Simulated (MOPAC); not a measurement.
MOPAC input (PM3):

```
PM3 1SCF CHARGE=-1 GEO-OK AUX(PRECISION=9) THREADS=1
C4H3S

S     0.00049414 1    0.06450114 1    1.16622654 1
C    -0.00143610 1    1.37701627 1    0.02005522 1
C     0.00130320 1   -1.23742310 1    0.00830037 1
C    -0.00137378 1    0.74802200 1   -1.22132953 1
C     0.00011948 1   -0.68488477 1   -1.24455526 1
H     0.00253092 1   -2.28684857 1    0.26962575 1
H    -0.00241967 1    1.31834414 1   -2.14933417 1
H     0.00030568 1   -1.27989620 1   -2.15474108 1
```

Output:

```
 *******************************************************************************
 **                                                                           **
 **                              MOPAC v23.2.5                                **
 **                                                                           **
 *******************************************************************************
 ** MOPAC's Digital Object Identifier: https://doi.org/10.5281/zenodo.6511958 **
 **                                                                           **
 ** Please cite the open-source release paper for use of this MOPAC version:  **
 ** J. E. Moussa and J. J. P. Stewart (2026)                                  **
 ** MOPAC: An open-source semiempirical molecular orbital program             **
 ** J. Open Source Softw., 11(119), 8025, https://doi.org/10.21105/joss.08025 **
 *******************************************************************************

                              PM3 CALCULATION RESULTS

 *******************************************************************************
 *  PM3        - The PM3 Hamiltonian to be used
 *  GEO-OK     - OVERRIDE INTERATOMIC DISTANCE AND OTHER SAFETY CHECKS
 *
 *
 *
 *                 CHARGE ON SYSTEM = -1
 *
 *
 *
 *  1SCF       - DO 1 SCF AND THEN STOP
 *  AUX        - OUTPUT AUXILIARY INFORMATION
 *******************************************************************************
PM3 1SCF CHARGE=-1 GEO-OK AUX(PRECISION=9) THREADS=1
 C4H3S

   ATOM   CHEMICAL          X               Y               Z
  NUMBER   SYMBOL      (ANGSTROMS)     (ANGSTROMS)     (ANGSTROMS)

     1       S          0.00049414  *   0.06450114  *   1.16622654  *
     2       C         -0.00143610  *   1.37701627  *   0.02005522  *
     3       C          0.00130320  *  -1.23742310  *   0.00830037  *
     4       C         -0.00137378  *   0.74802200  *  -1.22132953  *
     5       C          0.00011948  *  -0.68488477  *  -1.24455526  *
     6       H          0.00253092  *  -2.28684857  *   0.26962575  *
     7       H         -0.00241967  *   1.31834414  *  -2.14933417  *
     8       H          0.00030568  *  -1.27989620  *  -2.15474108  *

          CARTESIAN COORDINATES

    NO.       ATOM           X           Y           Z

     1         S          0.0005      0.0645      1.1662
     2         C         -0.0014      1.3770      0.0201
     3         C          0.0013     -1.2374      0.0083
     4         C         -0.0014      0.7480     -1.2213
     5         C          0.0001     -0.6849     -1.2446
     6         H          0.0025     -2.2868      0.2696
     7         H         -0.0024      1.3183     -2.1493
     8         H          0.0003     -1.2799     -2.1547

  H: (PM3): J. J. P. STEWART, J. COMP. CHEM. 10, 209 (1989).
  C: (PM3): J. J. P. STEWART, J. COMP. CHEM. 10, 209 (1989).
  S: (PM3): J. J. P. STEWART, J. COMP. CHEM. 10, 209 (1989).

           Empirical Formula: C4 H3 S  =     8 atoms

      MOLECULAR POINT GROUP   :   Cs

      RHF CALCULATION, NO. OF DOUBLY OCCUPIED LEVELS = 13

 -------------------------------------------------------------------------------
 PM3 1SCF CHARGE=-1 GEO-OK AUX(PRECISION=9) THREADS=1
 C4H3S

     1SCF WAS SPECIFIED, SO BFGS WAS NOT USED
     SCF FIELD WAS ACHIEVED

                              PM3 CALCULATION
                                                       MOPAC v23.2.5 Linux

          FINAL HEAT OF FORMATION =         43.58746 KCAL/MOL =     182.36995 KJ/MOL

          COSMO AREA              =        112.43 SQUARE ANGSTROMS
          COSMO VOLUME            =        101.53 CUBIC ANGSTROMS

          IONIZATION POTENTIAL    =          3.383599 EV
          HOMO LUMO ENERGIES (EV) =         -3.384  5.548
          NO. OF FILLED LEVELS    =         13
          MOLECULAR WEIGHT        =         83.1277         POINT GROUP:  Cs

          MOLECULAR DIMENSIONS (Angstroms)

            Atom       Atom       Distance
            H     7    H     6     4.34152
            H     8    S     1     3.50679
            C     5    S     1     0.00000

          SCF CALCULATIONS        =          1

   ATOM   CHEMICAL          X               Y               Z
  NUMBER   SYMBOL      (ANGSTROMS)     (ANGSTROMS)     (ANGSTROMS)

     1       S          0.00049414  *   0.06450114  *   1.16622654  *
     2       C         -0.00143610  *   1.37701627  *   0.02005522  *
     3       C          0.00130320  *  -1.23742310  *   0.00830037  *
     4       C         -0.00137378  *   0.74802200  *  -1.22132953  *
     5       C          0.00011948  *  -0.68488477  *  -1.24455526  *
     6       H          0.00253092  *  -2.28684857  *   0.26962575  *
     7       H         -0.00241967  *   1.31834414  *  -2.14933417  *
     8       H          0.00030568  *  -1.27989620  *  -2.15474108  *

                             CARTESIAN COORDINATES

   1    S        0.000494140     0.064501140     1.166226540
   2    C       -0.001436100     1.377016270     0.020055220
   3    C        0.001303200    -1.237423100     0.008300370
   4    C       -0.001373780     0.748022000    -1.221329530
   5    C        0.000119480    -0.684884770    -1.244555260
   6    H        0.002530920    -2.286848570     0.269625750
   7    H       -0.002419670     1.318344140    -2.149334170
   8    H        0.000305680    -1.279896200    -2.154741080

           Empirical Formula: C4 H3 S  =     8 atoms

      MOLECULAR POINT GROUP   :   Cs

                  EIGENVALUES
 -32.17962 -21.78497 -20.51206 -13.92867 -13.07514 -11.87739  -8.85955  -8.00023
  -7.94472  -6.20060  -4.16393  -3.70443  -3.38360   5.54758   6.12701   7.24970
   7.26502   8.37067   8.47081   9.39400  10.00037  10.72791  11.33248

              NET ATOMIC CHARGES AND DIPOLE CONTRIBUTIONS

  ATOM NO.   TYPE          CHARGE      No. of ELECS.   s-Pop       p-Pop
    1          S           0.012042        5.9880     1.87796     4.11000
    2          C          -0.370685        4.3707     1.65999     2.71069
    3          C          -0.438102        4.4381     1.21882     3.21928
    4          C          -0.355010        4.3550     1.20588     3.14913
    5          C          -0.108620        4.1086     1.18228     2.92634
    6          H           0.108374        0.8916     0.89163
    7          H           0.082507        0.9175     0.91749
    8          H           0.069493        0.9305     0.93051
 DIPOLE           X         Y         Z       TOTAL
 POINT-CHG.     0.003    -1.728     1.549     2.321
 HYBRID         0.001    -2.074    -2.291     3.091
 SUM            0.004    -3.803    -0.742     3.874

          ATOMIC ORBITAL ELECTRON POPULATIONS

     Atom    s        px        py        pz
    1  S   1.87796   1.76936   1.01297   1.32767
    2  C   1.65999   0.75872   1.07067   0.88130
    3  C   1.21882   1.22501   0.99984   0.99443
    4  C   1.20588   1.21722   0.91803   1.01388
    5  C   1.18228   1.02970   0.95760   0.93904
    6  H   0.89163
    7  H   0.91749
    8  H   0.93051

 **********************
 *                    *
 * JOB ENDED NORMALLY *
 *                    *
 **********************

 == MOPAC DONE ==
```

The dipole moment of an ion depends on the origin.
